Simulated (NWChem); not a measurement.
System: methanethiol (CH$_{4}$S); SMILES CS

NWChem input:

```
start job
memory heap 200 mb stack 900 mb global 1100 mb
geometry units angstroms noautoz
  C      0.007372     1.144073     0.000000
  S      0.073678    -0.666908     0.000000
  H     -0.485965     1.537229     0.899863
  H      1.050474     1.489261     0.000000
  H     -0.485965     1.537229    -0.899863
  H     -1.259317    -0.880595     0.000000
end
basis spherical
  * library 6-31+g*
end
dft
  xc b3lyp
  iterations 150
end
tddft
  nroots 8
end
task tddft energy
```

Excerpt of the output:

```
             Northwest Computational Chemistry Package (NWChem) 7.3.0
             --------------------------------------------------------

 CS  symmetry detected

                             Geometry "geometry" -> ""
                             -------------------------

 Output coordinates in angstroms (scale by  1.889725989 to convert to a.u.)

  No.       Tag          Charge          X              Y              Z
 ---- ---------------- ---------- -------------- -------------- --------------
    1 C                    6.0000     0.01180970     1.14875612     0.00000000
    2 S                   16.0000     0.06855391    -0.66254969     0.00000000
    3 H                    1.0000    -0.47944480     1.54451116     0.89986300
    4 H                    1.0000     1.05671955     1.48843237     0.00000000
    5 H                    1.0000    -0.47944480     1.54451116    -0.89986300
    6 H                    1.0000    -1.26555065    -0.86919632     0.00000000

 Effective nuclear repulsion energy (a.u.)      56.2440185353

      Symmetry information
      --------------------

 Group name             Cs
 Group number              2
 Group order               2
 No. of unique centers     5

                                 NWChem DFT Module
                                 -----------------

 Summary of "ao basis" -> "ao basis" (spherical)
 ------------------------------------------------------------------------------
       Tag                 Description            Shells   Functions and Types
 ---------------- ------------------------------  ------  ---------------------
 C                          6-31+g*                  8       18   4s3p1d
 S                          6-31+g*                 10       22   5s4p1d
 H                          6-31+g*                  2        2   2s

      Symmetry analysis of basis
      --------------------------

        a'         35
        a"         13

            General Information
            -------------------
          SCF calculation type: DFT
          Wavefunction type:  closed shell.
          No. of atoms     :     6
          No. of electrons :    26
           Alpha electrons :    13
            Beta electrons :    13
          Charge           :     0
          Spin multiplicity:     1
          Use of symmetry is: off; symmetry adaption is: on
          Maximum number of iterations: 150
          AO basis - number of functions:    48
                     number of shells:    26
          Convergence on energy requested:  1.00D-06
          Convergence on density requested:  1.00D-05
          Convergence on gradient requested:  5.00D-04

              XC Information
              --------------
                         B3LYP Method XC Potential
                     Hartree-Fock (Exact) Exchange  0.200
                        Slater Exchange Functional  0.800 local
                    Becke 1988 Exchange Functional  0.720 non-local
              Lee-Yang-Parr Correlation Functional  0.810
                  VWN I RPA Correlation Functional  0.190 local

             Grid Information
             ----------------
          Grid used for XC integration:  medium
          Radial quadrature: Mura-Knowles
          Angular quadrature: Lebedev.
          Tag              B.-S. Rad. Rad. Pts. Rad. Cut. Ang. Pts.
          ---              ---------- --------- --------- ---------
          C                   0.70       49          11.0       434
          S                   1.00       88          11.0       590
          H                   0.35       45          10.0       434
          Grid pruning is: on
          Number of quadrature shells:   317
          Spatial weights used:  Erf1

      Superposition of Atomic Density Guess
      -------------------------------------

 Sum of atomic energies:        -437.11267238

      Non-variational initial energy
      ------------------------------

 Total energy =    -437.957947
 1-e energy   =    -713.069597
 2-e energy   =     218.867632
 HOMO         =      -0.284845
 LUMO         =       0.031914

      Symmetry analysis of molecular orbitals - initial
      -------------------------------------------------

  Numbering of irreducible representations:

     1 a'          2 a"

  Orbital symmetries:

     1 a'          2 a'          3 a'          4 a'          5 a'
     6 a"          7 a'          8 a'          9 a'         10 a"
    11 a'         12 a'         13 a"         14 a'         15 a'
    16 a'         17 a"         18 a'         19 a'         20 a"
    21 a'         22 a'         23 a'

 !! scf_movecs_sym_adapt:    2 vectors were symmetry contaminated

  Symmetry fudging

   convergence    iter        energy       DeltaE   RMS-Dens  Diis-err
 ---------------- ----- ----------------- --------- --------- ---------
 d= 0,ls=0.0,diis     1   -438.6722348967 -4.95D+02  1.29D-02  1.99D-01

 !! scf_movecs_sym_adapt:    2 vectors were symmetry contaminated

  Symmetry fudging
 d= 0,ls=0.0,diis     2   -438.6885312670 -1.63D-02  6.15D-03  6.00D-02
 d= 0,ls=0.0,diis     3   -438.6946545718 -6.12D-03  2.18D-03  1.98D-02
 d= 0,ls=0.0,diis     4   -438.6973112689 -2.66D-03  4.71D-04  5.54D-04
 d= 0,ls=0.0,diis     5   -438.6973969348 -8.57D-05  8.26D-05  8.46D-06
  Resetting Diis
 d= 0,ls=0.0,diis     6   -438.6973981443 -1.21D-06  2.19D-05  1.03D-06
 d= 0,ls=0.0,diis     7   -438.6973982973 -1.53D-07  8.01D-06  3.21D-08

         Total DFT energy =     -438.697398297294
      One electron energy =     -715.111103917346
           Coulomb energy =      252.777071897424
    Exchange-Corr. energy =      -32.607384812707
 Nuclear repulsion energy =       56.244018535336

 Numeric. integr. density =       26.000006516452

                  Occupations of the irreducible representations
                  ----------------------------------------------

                     irrep           alpha         beta
                     --------     --------     --------
                     a'               10.0         10.0
                     a"                3.0          3.0

                       DFT Final Molecular Orbital Analysis
                       ------------------------------------

[...]

                                NWChem TDDFT Module
                                -------------------

            General Information
            -------------------
           No. of orbitals :      96
            Alpha orbitals :      48
             Beta orbitals :      48
        Alpha frozen cores :       0
         Beta frozen cores :       0
     Alpha frozen virtuals :       0
      Beta frozen virtuals :       0
         Spin multiplicity :       1
    Number of AO functions :      48
        Use of symmetry is : off
      Symmetry adaption is : on
         Schwarz screening :  0.10D-07

              XC Information
              --------------
                  B3LYP Method XC Potential
              Hartree-Fock (Exact) Exchange   0.20
                 Slater Exchange Functional   0.80 local
             Becke 1988 Exchange Functional   0.72 non-local
       Lee-Yang-Parr Correlation Functional   0.81
           VWN I RPA Correlation Functional   0.19 local

             TDDFT Information
             -----------------
          Calculation type : TDDFT
         Wavefunction type : Restricted singlets & triplets
          No. of electrons :      26
           Alpha electrons :      13
            Beta electrons :      13
              No. of roots :       8
          Max subspacesize :    5600
            Max iterations :     100
               Target root :       1
           Target symmetry : none
      Symmetry restriction : off
                 Algorithm : Optimal
        Davidson threshold :  0.10D-03

    8 smallest eigenvalue differences (eV)
--------------------------------------------------------
  No. Spin  Occ  Vir  Irrep   E(Occ)    E(Vir)   E(Diff)
--------------------------------------------------------
    1    1   13   14 a"       -0.241    -0.009     6.325
    2    1   13   15 a"       -0.241     0.011     6.866
    3    1   13   16 a"       -0.241     0.044     7.778
    4    1   13   17 a'       -0.241     0.054     8.028
    5    1   13   18 a"       -0.241     0.054     8.048
    6    1   13   19 a"       -0.241     0.082     8.807
    7    1   12   14 a'       -0.338    -0.009     8.954
    8    1   13   20 a'       -0.241     0.090     9.011
--------------------------------------------------------

  Entering Davidson iterations
  Restricted singlet excited states

  Iter   NTrls   NConv    DeltaV     DeltaE      Time
  ----  ------  ------  ---------  ---------  ---------
    1      8       0     0.15E+00   0.10+100        2.8
    2     24       0     0.67E-01   0.87E-02        4.3
    3     40       0     0.11E-01   0.64E-02        4.3
    4     56       0     0.46E-02   0.73E-04        4.3
    5     72       4     0.20E-02   0.10E-04        4.2
    6     80       6     0.10E-02   0.11E-05        2.8
    7     84       7     0.43E-03   0.23E-06        2.1
    8     86       7     0.16E-03   0.41E-07        1.8
    9     88       8     0.71E-04   0.65E-08        1.7
  ----  ------  ------  ---------  ---------  ---------
  Convergence criterion met

  Ground state a'       -438.697398297294 a.u.

  ----------------------------------------------------------------------------
  Root   1 singlet a"             0.189745918 a.u.                5.1633 eV
  ----------------------------------------------------------------------------
     Transition Moments    X  0.00000   Y  0.00000   Z  0.25566
     Dipole Oscillator Strength                    0.0082681347
     Electric Quadrupole                           0.0000000299
     Magnetic Dipole                               0.0000009893
     Total Oscillator Strength                     0.0082691539

     Occ.   13  a"  ---  Virt.   14  a'  -0.98184 X
     Occ.   13  a"  ---  Virt.   15  a'  -0.06654 X
     Occ.   13  a"  ---  Virt.   16  a'   0.11319 X
     Occ.   13  a"  ---  Virt.   18  a'   0.12258 X
  ----------------------------------------------------------------------------
  Root   2 singlet a"             0.214104616 a.u.                5.8261 eV
  ----------------------------------------------------------------------------
     Transition Moments    X -0.00000   Y  0.00000   Z -0.49875
     Dipole Oscillator Strength                    0.0355052136
     Electric Quadrupole                           0.0000000900
     Magnetic Dipole                               0.0000000085
     Total Oscillator Strength                     0.0355053121

     Occ.   13  a"  ---  Virt.   15  a'   0.99147 X
     Occ.   13  a"  ---  Virt.   16  a'   0.07538 X
     Occ.   13  a"  ---  Virt.   18  a'   0.08042 X
  ----------------------------------------------------------------------------
  Root   3 singlet a"             0.246823743 a.u.                6.7164 eV
  ----------------------------------------------------------------------------
     Transition Moments    X -0.00000   Y  0.00000   Z  0.28988
     Dipole Oscillator Strength                    0.0138274343
     Electric Quadrupole                           0.0000001912
     Magnetic Dipole                               0.0000001864
     Total Oscillator Strength                     0.0138278118

     Occ.   13  a"  ---  Virt.   14  a'  -0.14594 X
     Occ.   13  a"  ---  Virt.   15  a'   0.08362 X
     Occ.   13  a"  ---  Virt.   16  a'  -0.95677 X
     Occ.   13  a"  ---  Virt.   18  a'  -0.18013 X
     Occ.   13  a"  ---  Virt.   19  a'  -0.10295 X
     Occ.   13  a"  ---  Virt.   21  a'  -0.11134 X
  ----------------------------------------------------------------------------
  Root   4 singlet a"             0.258656603 a.u.                7.0384 eV
  ----------------------------------------------------------------------------
     Transition Moments    X  0.00000   Y -0.00000   Z  0.22561
     Dipole Oscillator Strength                    0.0087773190
     Electric Quadrupole                           0.0000001209
     Magnetic Dipole                               0.0000001363
     Total Oscillator Strength                     0.0087775762

     Occ.   13  a"  ---  Virt.   14  a'   0.10431 X
     Occ.   13  a"  ---  Virt.   15  a'  -0.06087 X
     Occ.   13  a"  ---  Virt.   16  a'  -0.21492 X
     Occ.   13  a"  ---  Virt.   18  a'   0.96194 X
     Occ.   13  a"  ---  Virt.   21  a'   0.11292 X
  ----------------------------------------------------------------------------
  Root   5 singlet a'             0.261678610 a.u.                7.1206 eV
  ----------------------------------------------------------------------------
     Transition Moments    X  0.14385   Y -0.36912   Z  0.00000
     Dipole Oscillator Strength                    0.0273797484
     Electric Quadrupole                           0.0000001625
     Magnetic Dipole                               0.0000000033
     Total Oscillator Strength                     0.0273799142

     Occ.   13  a"  ---  Virt.   17  a"  -0.99691 X
  ----------------------------------------------------------------------------
  Root   6 singlet a"             0.288261120 a.u.                7.8440 eV
  ----------------------------------------------------------------------------
     Transition Moments    X  0.00000   Y  0.00000   Z -0.08744
     Dipole Oscillator Strength                    0.0014692947
     Electric Quadrupole                           0.0000000491
     Magnetic Dipole                               0.0000003022
     Total Oscillator Strength                     0.0014696459

     Occ.   13  a"  ---  Virt.   16  a'  -0.13673 X
     Occ.   13  a"  ---  Virt.   18  a'  -0.08965 X
     Occ.   13  a"  ---  Virt.   19  a'   0.82990 X
     Occ.   13  a"  ---  Virt.   21  a'   0.52892 X
     Occ.   13  a"  ---  Virt.   22  a'  -0.05546 X
  ----------------------------------------------------------------------------
  Root   7 singlet a"             0.293763926 a.u.                7.9937 eV
  ----------------------------------------------------------------------------
     Transition Moments    X -0.00000   Y -0.00000   Z  0.09571
     Dipole Oscillator Strength                    0.0017938536
     Electric Quadrupole                           0.0000001127
     Magnetic Dipole                               0.0000003189
     Total Oscillator Strength                     0.0017942852

     Occ.   13  a"  ---  Virt.   18  a'   0.10734 X
     Occ.   13  a"  ---  Virt.   19  a'   0.54679 X
     Occ.   13  a"  ---  Virt.   21  a'  -0.82111 X
     Occ.   13  a"  ---  Virt.   22  a'   0.11523 X
  ----------------------------------------------------------------------------
  Root   8 singlet a'             0.296483865 a.u.                8.0677 eV
  ----------------------------------------------------------------------------
     Transition Moments    X  0.37891   Y  0.31758   Z  0.00000
     Dipole Oscillator Strength                    0.0483133510
     Electric Quadrupole                           0.0000003933
     Magnetic Dipole                               0.0000025023
     Total Oscillator Strength                     0.0483162466

     Occ.   12  a'  ---  Virt.   14  a'  -0.95914 X
     Occ.   12  a'  ---  Virt.   15  a'  -0.17388 X
     Occ.   12  a'  ---  Virt.   21  a'  -0.05258 X
     Occ.   13  a"  ---  Virt.   20  a"  -0.18427 X
     Occ.   13  a"  ---  Virt.   25  a"  -0.06912 X

              Target root =      1
          Target symmetry = none
      Ground state energy =   -438.697398297294
        Excitation energy =      0.189745918002
     Excited state energy =   -438.507652379292

  stored tddft:energy   -438.50765237929193

[...]
```

Level: B3LYP/6-31+G* (spherical d), full TDDFT. Coordinates come from a PBE0/def2-SVP optimisation. B3LYP is NWChem's, with the RPA form of VWN correlation.
